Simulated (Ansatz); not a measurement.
**1T (CdI2-type) SnSe₂**

Computed with r²SCAN+rVV10 (PAW; Ansatz, an electronic-structure program).

Cell: relaxed at this level.

```
Quantity                         Value
-------------------------  -----------
interlayer binding energy  17.0 meV/Å²
layer repeat distance          6.233 Å
gap between the layers         3.081 Å
```

Spin–orbit coupling is not included.

The computed numbers hold no vibrational or temperature effects.

Computing time: roughly 5 core-minutes.
